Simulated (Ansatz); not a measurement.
# BNH (doublet): wave-function methods side by side at distance N2–H3 = 0.895 Å, cc-pVDZ

Aim: climb from Hartree-Fock through coupled cluster and multireference methods for BNH (doublet) at one geometry and basis, and see what each rung misses.

Computed with Ansatz 0.2.0, Gaussian basis. Level: cc-pVDZ, core rule «outside noble gas», up to 2 orbitals frozen.

To be run: UHF; CCSD(T) on ROHF; CCSD(T) on UHF; BCCD(T) on ROHF; CISD; CCSDT(Q) on ROHF; CCSDT(Q) on UHF; CCSDTQ on ROHF; CASSCF and MRCISD+Q, 3 electrons in 3 orbitals; CASSCF and NEVPT2, 3 electrons in 3 orbitals; CASSCF and MRCISD+Q, 9 electrons in 9 orbitals; CASSCF and NEVPT2, 9 electrons in 9 orbitals.

**1. The system**

The geometry derives from a PBE0/def2-TZVP stationary point (not a proven minimum). One bond is set to the value named and the two fragments are kept rigid.

3 atoms, charge 0, spin multiplicity 2.

Atoms are counted from 1 here; the program's logs count them from 0.

Bond lengths: B1–N2 1.234 Å, N2–H3 0.895 Å. Angles: B1–N2–H3 180.0°.

**2. UHF**

File in.yaml:

```yaml
crystal:
  periodic: [false, false, false]
  atoms:
    - {symbol: B, position_ang: [0.000000, 0.000000, 1.120699]}
    - {symbol: N, position_ang: [0.000000, 0.000000, -0.112849]}
    - {symbol: H, position_ang: [0.000000, 0.000000, -1.007849]}
basis:
  gaussian: {orbitals: cc-pVDZ}
magnetization: {spin_polarized: true, initial_magnetization: 1}
hamiltonian: {xc: hf}
output: {orbitals: {seedname: orbitals}}
```

On the command line:

```console
$ ansatz run in.yaml --threads 1 --pin off --events-out ev --progress --plain --max-ram 2816MiB --backend cpu
```

Further steps of the session: CCSD(T) on ROHF; CCSD(T) on UHF; BCCD(T) on ROHF; CISD; CCSDT(Q) on ROHF; CCSDT(Q) on UHF; CCSDTQ on ROHF; CASSCF and MRCISD+Q, 3 electrons in 3 orbitals; CASSCF and NEVPT2, 3 electrons in 3 orbitals; CASSCF and MRCISD+Q, 9 electrons in 9 orbitals; CASSCF and NEVPT2, 9 electrons in 9 orbitals.

Before running them: what should the planned runs give, taken together? Wanted: RCCSDTQ below the RHF energy; RMP2 from RCCSDTQ; UMP2 from RCCSDTQ; RCCSD from RCCSDTQ; RCCSD(T) from RCCSDTQ; UCCSD(T) from RCCSDTQ; RCCSDT(Q) from RCCSDTQ; UCCSDT(Q) from RCCSDTQ; NEVPT2 pair from RCCSDTQ.

As calculated:

```
                         quantity                                                                      value
     RCCSDTQ below the RHF energy                                                                 -6.6703 eV
                RMP2 from RCCSDTQ                                                                 +629.0 meV
                UMP2 from RCCSDTQ                                                                 +678.0 meV
               RCCSD from RCCSDTQ                                                                 +281.2 meV
            RCCSD(T) from RCCSDTQ                                                                  +38.0 meV
            UCCSD(T) from RCCSDTQ                                                                  +45.1 meV
           RCCSDT(Q) from RCCSDTQ                                                                   -1.3 meV
           UCCSDT(Q) from RCCSDTQ                                                                   -4.6 meV
         NEVPT2 pair from RCCSDTQ                                                                 +544.1 meV
       MRCISD+Q pair from RCCSDTQ                                                                  +97.8 meV
      NEVPT2 valence from RCCSDTQ                                                                 +725.5 meV
levels within 1 kcal/mol (43 meV)  RCCSD(T), BCCD(T), RCCSDT, UCCSDT, RCCSDT(Q), UCCSDT(Q), MRCISD+Q valence
                    T1 diagnostic                                                                      0.028
   effectively unpaired electrons                                                                       1.04
```

In words: RCCSD(T) misses by +38.0 meV, 0.6 % of the correlation energy. One determinant dominates. Of the multireference levels listed MRCISD+Q valence comes nearest in total energy (+31.6 meV), which doesn't show that its space is the better one. These misses are within one basis, not against nature; the frozen cores of restricted and unrestricted runs differ, which can shift their rows.
